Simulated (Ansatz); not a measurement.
Li₃. The state is a doublet with charge 0. Geometry r2SCAN/def2-TZVPD, that of the charge -1 singlet; atoms count from 1.

```tsv
atom	x (Å)	y (Å)	z (Å)
Li1	1.6846	2.4942	-0.6928
Li2	0.0003	-0.0001	0.0003
Li3	-1.6849	-2.4941	0.6924
```

The structure comes from a short search, and lower isomers may exist.

Estimate the Mulliken populations from the PBE0/def2-TZVPD orbitals of Ansatz.


| atom | charge (e) | spin (α − β) |
| --- | --- | --- |
| Li1 | 0.02 | 0.55 |
| Li2 | -0.03 | -0.10 |
| Li3 | 0.02 | 0.55 |
Mulliken values depend strongly on the basis. With diffuse functions, as here, like atoms can get unlike values, and bond orders can come out too low or too high.

Where does the spin sit?

Summed by element: Li 1.00, of 1 unpaired in all. Largest on single atoms: Li1 0.55, Li3 0.55, Li2 -0.10.

And the Mayer bond orders between heavy atoms (over 0.3)?

Li1–Li2 0.60 (3.09 Å); Li2–Li3 0.60 (3.09 Å).
